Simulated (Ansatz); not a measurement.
How far each method lies from full CI for BH2⁻, singlet

Geometry: a point of a stretch scan, not a stationary point.

```yaml
atoms:
  - { symbol: B, position_ang: [0.0000, -0.1595, 0.0446] }
  - { symbol: H, position_ang: [0.0000, 1.0855, -1.4924] }
  - { symbol: H, position_ang: [0.0000, 0.6255, 1.0137] }
```

Basis aug-cc-pVDZ; Ansatz 0.2.0. Correlated methods freeze the noble-gas cores, which leaves 6 electrons in 40 orbitals. R marks a restricted (for open shells ROHF) determinant, U an unrestricted one. Active spaces: pair = (2e, 2o) about the gap; valence = (6e, 6o) chosen from the atoms' valence shells.

Full CI is exact within this basis and frozen core; it isn't the basis-set limit. The frozen core follows each run's orbitals, which can shift R against U totals by a few meV.

The UHF ⟨S²⟩ is 0.586. The T1 diagnostic (RCCSD) is 0.0231 and the largest doubles amplitude (RCCSD) is 0.088.

| level | E − E(full CI) (kcal/mol) | share of correlation (%) | wall time |
| --- | --- | --- | --- |
| RHF | 87.99 | 0.00 | – |
| RMP2 | 23.87 | 72.87 | – |
| CISD | 8.59 | 90.24 | 0.45 s |
| RCCSD | 3.86 | 95.61 | – |
| RCCSD(T) | 0.93 | 98.95 | 0.4 s |
| BCCD(T) | 0.93 | 98.94 | 0.45 s |
| RCCSDT | 0.16 | 99.82 | – |
| RCCSDT(Q) | 0.03 | 99.97 | 2.1 s |
| RCCSDTQ | 0.00 | 100.00 | 10 s (H100) |
| CASSCF (pair space) | 73.92 | 15.99 | – |
| NEVPT2 (pair space) | 21.03 | 76.10 | 0.48 s |
| MRCISD (pair space) | 5.81 | 93.40 | – |
| MRCISD+Q (pair space) | -0.52 | 100.60 | 0.81 s |
| CASSCF (valence space) | 52.10 | 40.79 | – |
| NEVPT2 (valence space) | 17.77 | 79.80 | 0.48 s |
| MRCISD (valence space) | 3.10 | 96.48 | – |
| MRCISD+Q (valence space) | 0.07 | 99.92 | 0.78 s |

The correlation energy at full CI, counted from RHF, is -3.816 eV. That run took 15 s on 2 threads of AMD EPYC 7R13 with a shared H100 80 GB, shared host over 48,998,162 determinants.

Run but not shown, since their state or frozen core can't be matched to the reference's or they repeat it: UHF, UMP2, UCCSD, UCCSD(T), UCCSDT, UCCSDT(Q).

Times hold each run's SCF and search for its determinant on a shared host, so for small cases they say little of a method's own cost; rows without a card ran on 1 thread of AMD EPYC 7R13.

More than 5 meV below full CI, which no variational method can be: MRCISD+Q (pair space).

The full-CI state has the irrep A' of Cs, in the program's axes.

Natural occupations of full CI about the gap: 1.951 1.905 1.855 0.081 0.074 0.034 0.024 0.015 0.012 0.008; effectively unpaired electrons, Σ n²(2−n)², 0.17.
